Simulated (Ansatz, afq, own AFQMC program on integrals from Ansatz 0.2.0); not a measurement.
Integrals from Ansatz 0.2.0, then the random walk in our own AFQMC program (afq).

```yaml
crystal:
  periodic: [false, false, false]
  atoms:
    - {symbol: Al, position_ang: [0.000000, 0.000000, 0.187600]}
    - {symbol: P, position_ang: [0.000000, 0.000000, -1.956600]}
    - {symbol: H, position_ang: [0.000000, 0.000000, 1.769000]}
basis:
  gaussian: {orbitals: 6-31G}
total_charge: 1
magnetization: {spin_polarized: true, initial_magnetization: 2}
correlation: {method: ccsd_t, electrons: outside_noble_gas, hamiltonian_folder: ham}
```

```sh
$ ansatz run in.yaml --threads 1 --pin off --events-out ev --progress --plain --max-ram 24576MiB --backend cuda --devices 0, --max-vram 18GiB
```

Options of the walk:

```
--method phaseless --trial cid --walkers 20 --populations 1 --least-time 40 --time-step 0.01 --steps-per-block 25 --equilibration-blocks 24 --max-blocks 160 --target-error 0.00068 --factor-cut 1e-05 --start determinant --seed 5139 --taylor-order 4
```

Times are imaginary, in 1/Eh. The walk had a cap of 60 s.

```
orbitals 18  electrons 5 3  factors 103 of 310
reference energy -582.86302158 Eh
CCSD correlation -0.06827019 Eh in 12 cycles, weight of the determinant in the CISD state 0.9314
energy of the start -582.931415 Eh
 block  time / (1/Eh)  mean weight  energy / Eh
     1     0.250  1.0032  -582.931088
     2     0.500  1.0020  -582.930585
     3     0.750  0.9969  -582.931121
     4     1.000  0.9980  -582.930514
     5     1.250  1.0019  -582.929778
     8     2.000  0.9968  -582.932028
    13     3.250  0.9987  -582.933928
    25     6.250  0.9989  -582.927798
    37     9.250  1.0025  -582.934538
    45    11.250  1.0005  -582.923986
    49    12.250  1.0004  -582.939764
    61    15.250  0.9992  -582.932072
    73    18.250  1.0023  -582.935012
    85    21.250  0.9990  -582.933103
    97    24.250  0.9983  -582.932122
   109    27.250  1.0000  -582.932123
   121    30.250  1.0011  -582.941687
   129    32.250  1.0031  -582.949414
   133    33.250  0.9981  -582.934916
   145    36.250  0.9949  -582.936237
   157    39.250  0.9974  -582.934125
   169    42.250  0.9971  -582.937507
   181    45.250  1.0018  -582.931855
blocks merged  error / Eh  count
     1  0.000282  160
     2  0.000368  80
     4  0.000422  40
     8  0.000499  20
    16  0.000591  10
energy -582.934741 +/- 0.000499 Eh
(rows thinned)
```

Task: Estimate how long the walk took on 1 × NVIDIA H100 80GB HBM3 with 2 threads of AMD EPYC 7R13 Processor (Zen 3) (shared host) (the card was shared).

Result: 16 s of wall time.

The run passed its tests (sampling time, drift between the halves within three errors, error under three times the target), which doesn't prove that it has relaxed. The second half of the sampling lies below the first by 2.8 errors of their difference, so the energy may still be moving and its error bar be too small.

Against this walk (error 13.6 meV) on the same determinant: CCSD(T) 49.4 meV higher, CCSDT(Q) 27.1 meV higher, CCSDTQ 27.3 meV higher, full CI 27.4 meV higher, a separate phaseless walk with a CISD trial and standard settings 32.2 ± 13.7 meV higher. The error is statistical and leaves out the bias of the constraint.

Cautions: constraint bias not in the error; so few walkers bias the energy; the time-step error isn't removed.

CCSDT and higher add their correlation energy to the determinant of the CCSD(T) run, since their own runs factorise the integrals more tightly (a shift of under 2 meV). A walk keeps the symmetry of its determinant, which the program's search chose and which needn't be the lowest solution, so a lower state of the same spin and another symmetry isn't excluded.
